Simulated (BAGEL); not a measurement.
# C2H8Si (SMILES CC[SiH3]): HF/6-31G(d) (density fitting with qzvpp-jkfit, spherical functions)

What is the energy change on altering one bond length of C2H8Si at HF/6-31G* (density fitting with qzvpp-jkfit, spherical functions)? 

The calculation is run with BAGEL 1.2.2.

1 further run of the same task is left out (set aside as unsound or not needed).

**1. The structure to begin with**

C2H8Si has 11 atoms, charge 0, and is taken as a singlet. As SMILES, `CC[SiH3]`. Geometry: relaxed at PBE0-D4/def2-TZVP.

Bond lengths: C1–C2 1.526 Å, C2–Si3 1.876 Å, C1–H4 1.093 Å, C1–H5 1.093 Å, C1–H6 1.093 Å, C2–H7 1.095 Å, C2–H8 1.095 Å, Si3–H9 1.489 Å, Si3–H10 1.489 Å, Si3–H11 1.489 Å. Some angles: C1–C2–Si3 113.4°, C1–C2–H7 110.5°, C1–C2–H8 110.5°, Si3–C2–H7 108.1°, Si3–C2–H8 108.1°, C2–C1–H4 111.6°, C2–C1–H5 111.4°, C2–C1–H6 111.4°, C2–Si3–H9 110.4°, C2–Si3–H10 110.4°.

**2. The energy at HF/6-31G(d) (density fitting with qzvpp-jkfit, spherical functions)**

File hf.json:

```json
{ "bagel" : [

{
  "title" : "molecule",
  "basis" : "6-31gs.json",
  "df_basis" : "qzvpp-jkfit",
  "angstrom" : true,
  "geometry" : [
    { "atom" : "C", "xyz" : [   -0.823500,    1.066900,   -0.423600 ] },
    { "atom" : "C", "xyz" : [   -0.543200,   -0.415600,   -0.195700 ] },
    { "atom" : "Si", "xyz" : [    1.152600,   -0.749700,    0.534600 ] },
    { "atom" : "H", "xyz" : [   -1.817400,    1.227700,   -0.849000 ] },
    { "atom" : "H", "xyz" : [   -0.097100,    1.509100,   -1.110400 ] },
    { "atom" : "H", "xyz" : [   -0.771600,    1.630900,    0.511400 ] },
    { "atom" : "H", "xyz" : [   -0.623600,   -0.969900,   -1.137000 ] },
    { "atom" : "H", "xyz" : [   -1.293700,   -0.848800,    0.474400 ] },
    { "atom" : "H", "xyz" : [    1.294200,   -0.066500,    1.850500 ] },
    { "atom" : "H", "xyz" : [    2.217400,   -0.232700,   -0.369400 ] },
    { "atom" : "H", "xyz" : [    1.371100,   -2.208500,    0.734800 ] }
  ]
},
{ "title" : "hf" },
{ "title" : "print", "file" : "orbitals.molden", "orbitals" : true }

]}
```

The basis set 6-31G* is read from a file made from the Basis Set Exchange's data (not shown).

On the command line:

```sh
BAGEL_NUM_THREADS=1 BAGEL hf.json > hf.out
```

Log:

```text
* using 1 threads per process

  ===============================================================
  ===============================================================

  *** Geometry ***

  { "atom" : "C", "xyz" : [     -1.556189,      2.016149,     -0.800488 ] },
  { "atom" : "C", "xyz" : [     -1.026499,     -0.785370,     -0.369819 ] },
  { "atom" : "Si", "xyz" : [      2.178098,     -1.416728,      1.010248 ] },
  { "atom" : "H", "xyz" : [     -3.434388,      2.320017,     -1.604377 ] },
  { "atom" : "H", "xyz" : [     -0.183492,      2.851786,     -2.098352 ] },
  { "atom" : "H", "xyz" : [     -1.458113,      3.081954,      0.966406 ] },
  { "atom" : "H", "xyz" : [     -1.178433,     -1.832845,     -2.148619 ] },
  { "atom" : "H", "xyz" : [     -2.444739,     -1.604000,      0.896486 ] },
  { "atom" : "H", "xyz" : [      2.445684,     -0.125667,      3.496938 ] },
  { "atom" : "H", "xyz" : [      4.190279,     -0.439739,     -0.698065 ] },
  { "atom" : "H", "xyz" : [      2.591003,     -4.173460,      1.388571 ] },

  Number of auxiliary basis functions:      422

  Since a DF basis is specified, we compute 2- and 3-index integrals:
    o Being stored without compression. Storage requirement is 0.013 GB

  Number of basis functions:       62
  Number of electrons      :       34

    * METHOD: MOLECULE                             0.16

  *** RHF ***

  === Nuclear Repulsion ===
   112.7315755573

      * DIIS with orbital gradients will be used.

  === RHF iteration (6-31gs.json) ===
      0       -369.21564352          0.01589959           0.03
      1       -369.28910426          0.00589622           0.03
      2       -369.29986933          0.00182577           0.03
      3       -369.30098809          0.00013990           0.03
      4       -369.30099902          0.00004734           0.03
      5       -369.30100004          0.00000966           0.03
      6       -369.30100010          0.00000262           0.03
      7       -369.30100011          0.00000082           0.03
      8       -369.30100011          0.00000015           0.03
      9       -369.30100011          0.00000005           0.03
     10       -369.30100011          0.00000002           0.03
     11       -369.30100011          0.00000000           0.03
    * SCF iteration converged.

    * Permanent dipole moment:
           (    0.286435,    -0.034957,     0.121835) a.u.

    * METHOD: HF                                   0.43

    * METHOD: PRINT                                0.01

  ===============================================================
```

Run time: 0.72 s. Hardware: 1 thread of Arm Neoverse V1, shared host.

**3. The distorted shape**

File input.json:

```json
{ "bagel": [

{
  "title": "molecule",
  "basis": "6-31gs.json",
  "df_basis": "qzvpp-jkfit",
  "angstrom": true,
  "geometry": [
    { "atom": "C", "xyz": [   -0.894296,    0.725322,   -1.081509 ] },
    { "atom": "C", "xyz": [   -0.613996,   -0.757178,   -0.853609 ] },
    { "atom": "Si", "xyz": [    1.081804,   -1.091278,   -0.123309 ] },
    { "atom": "H", "xyz": [   -1.888196,    0.886122,   -1.506909 ] },
    { "atom": "H", "xyz": [   -0.167896,    1.167522,   -1.768309 ] },
    { "atom": "H", "xyz": [   -0.842396,    1.289322,   -0.146509 ] },
    { "atom": "H", "xyz": [   -0.694396,   -1.311478,   -1.794909 ] },
    { "atom": "H", "xyz": [   -1.364496,   -1.190378,   -0.183509 ] },
    { "atom": "H", "xyz": [    1.294200,   -0.066500,    1.850500 ] },
    { "atom": "H", "xyz": [    2.146604,   -0.574278,   -1.027309 ] },
    { "atom": "H", "xyz": [    1.300304,   -2.550078,    0.076891 ] }
  ]
},
{ "title": "hf" },
{ "title": "print", "file": "orbitals.molden", "orbitals": true }

]}
```

The basis set 6-31G* is read from a file made from the Basis Set Exchange's data (not shown).

On the command line:

```sh
BAGEL_NUM_THREADS=1 BAGEL input.json > input.out
```

Log:

```text
* using 1 threads per process

  ===============================================================
  ===============================================================

  *** Geometry ***

  { "atom" : "C", "xyz" : [     -1.689975,      1.370660,     -2.043756 ] },
  { "atom" : "C", "xyz" : [     -1.160284,     -1.430859,     -1.613087 ] },
  { "atom" : "Si", "xyz" : [      2.044313,     -2.062217,     -0.233020 ] },
  { "atom" : "H", "xyz" : [     -3.568173,      1.674528,     -2.847645 ] },
  { "atom" : "H", "xyz" : [     -0.317277,      2.206297,     -3.341620 ] },
  { "atom" : "H", "xyz" : [     -1.591898,      2.436465,     -0.276862 ] },
  { "atom" : "H", "xyz" : [     -1.312218,     -2.478334,     -3.391886 ] },
  { "atom" : "H", "xyz" : [     -2.578524,     -2.249488,     -0.346782 ] },
  { "atom" : "H", "xyz" : [      2.445684,     -0.125667,      3.496938 ] },
  { "atom" : "H", "xyz" : [      4.056494,     -1.085228,     -1.941333 ] },
  { "atom" : "H", "xyz" : [      2.457218,     -4.818949,      0.145303 ] },

  Number of auxiliary basis functions:      422

  Since a DF basis is specified, we compute 2- and 3-index integrals:
    o Being stored without compression. Storage requirement is 0.013 GB

  Number of basis functions:       62
  Number of electrons      :       34

    * METHOD: MOLECULE                             0.16

  *** RHF ***

  === Nuclear Repulsion ===
   110.5775931752

      * DIIS with orbital gradients will be used.

  === RHF iteration (6-31gs.json) ===
      0       -369.13320972          0.01567797           0.03
      1       -369.20756470          0.00582081           0.03
      2       -369.21812669          0.00177328           0.03
      3       -369.21921423          0.00015693           0.03
      4       -369.21922711          0.00005074           0.03
      5       -369.21922838          0.00001058           0.03
      6       -369.21922844          0.00000300           0.03
      7       -369.21922845          0.00000096           0.03
      8       -369.21922845          0.00000020           0.03
      9       -369.21922845          0.00000006           0.03
     10       -369.21922845          0.00000002           0.03
     11       -369.21922845          0.00000000           0.03
    * SCF iteration converged.

    * Permanent dipole moment:
           (    0.403716,     0.233474,     0.714907) a.u.

    * METHOD: HF                                   0.45

    * METHOD: PRINT                                0.01

  ===============================================================
```

Wall time 0.75 s (1 thread of Arm Neoverse V1, shared host).

**4. Outcome**

Level: HF/6-31G* (density fitting with qzvpp-jkfit, spherical functions).

| quantity | value |
| --- | --- |
| first shape: total energy | -369.30100 Eh |
| first shape: dipole moment | 0.80 D |
| first shape: HOMO energy | -11.62 eV |
| first shape: LUMO energy | 4.39 eV |
| first shape: HOMO–LUMO gap | 16.01 eV |
| distorted shape: total energy | -369.21923 Eh |
| distorted shape: dipole moment | 2.17 D |
| distorted shape: HOMO energy | -10.01 eV |
| distorted shape: LUMO energy | 2.67 eV |
| distorted shape: HOMO–LUMO gap | 12.68 eV |
| energy change with the Si3–H9 bond stretched from 1.489 to 2.234 Å | 2.225 eV |

In words: With the Si3–H9 bond stretched from 1.489 to 2.234 Å the energy rises by 2.23 eV (51 kcal/mol). The first shape isn't relaxed at this level, so the change isn't measured from a minimum.
